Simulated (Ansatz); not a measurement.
Input file:

```yaml
crystal:
  periodic: [false, false, false]
  atoms:
    - {symbol: P, position_ang: [0.000000, 0.880970, 1.404938]}
    - {symbol: Ge, position_ang: [0.000000, 0.123028, -0.920077]}
    - {symbol: Si, position_ang: [0.000000, -1.289765, 0.830256]}
basis:
  gaussian: {orbitals: cc-pVDZ}
magnetization: {spin_polarized: false, initial_magnetization: 5}
correlation: {method: fic_mrcisd_q, electrons: outside_noble_gas, active_space: {window: {electrons: 11, orbitals: 11}, shells: [{species: Ge, l: s, shell: 4}, {species: Ge, l: p, shell: 4}, {species: P, l: p, shell: 3}, {species: Si, l: s, shell: 3}, {species: Si, l: p, shell: 3}]}}
```

```sh
$ ansatz run in.yaml --threads 1 --pin off --events-out ev --progress --plain --max-ram 2393MiB
```

Output:

```
1258 factors; integrals over basis functions are off by at most 1.4e-7 eV
mean field evaluation 1: about -73601.0029 eV, gradient 6.9e0 eV
mean field evaluation 2: about -73601.3088 eV, gradient 7.2e0 eV
mean field evaluation 4: about -73601.8902 eV, gradient 1.5e0 eV
mean field evaluation 8: about -73601.9558 eV, gradient 3.9e-1 eV
mean field evaluation 16: about -73601.9679 eV, gradient 2.7e-5 eV
mean field evaluation 32: about -73601.9679 eV, gradient 1.2e-4 eV
mean field evaluation 64: about -73601.9679 eV, gradient 2.4e-6 eV
mean field evaluation 96: about -73602.6266 eV, gradient 1.5e0 eV
mean field evaluation 128: about -73601.9384 eV, gradient 2.7e0 eV
mean field -73602.79098890 eV, -2704.8526790787 hartree, gradient 2.8e-6 eV, S^2 8.750000; 12 other end points of the search recorded, 0 dependent functions left out
reference -73602.79098890 eV, -2704.8526790787 hartree; 33, 28 occupied and 30, 35 virtual orbitals, 1258 factors
state -73604.39859254 eV, -2704.9117574225 hartree
contracted CI cycle   1: correlation 0.00000000 eV, 0.0000000000 hartree, residual 1.51e1 eV
contracted CI cycle   2: correlation -4.84337408 eV, -0.1779907145 hartree, residual 2.85e0 eV
contracted CI cycle   3: correlation -5.01399377 eV, -0.1842608724 hartree, residual 5.64e-1 eV
contracted CI cycle   4: correlation -5.02078669 eV, -0.1845105076 hartree, residual 1.37e-1 eV
contracted CI cycle   5: correlation -5.02118728 eV, -0.1845252290 hartree, residual 3.53e-2 eV
contracted CI cycle   6: correlation -5.02121346 eV, -0.1845261912 hartree, residual 8.92e-3 eV
contracted CI cycle   7: correlation -5.02121510 eV, -0.1845262513 hartree, residual 2.32e-3 eV
contracted CI cycle   8: correlation -5.02121521 eV, -0.1845262554 hartree, residual 6.02e-4 eV
state -73604.39859254 eV, -2704.9117574225 hartree; corrected -73610.02473921 eV, -2705.1185144992 hartree
Total energy: -73610.02473921 eV, -2705.1185144992 hartree
Checks for a lower state left out: starts, orbital_swaps
```

Ran on 1 thread of AMD EPYC, shared host: 82 s wall, 0.97 GiB peak host memory.
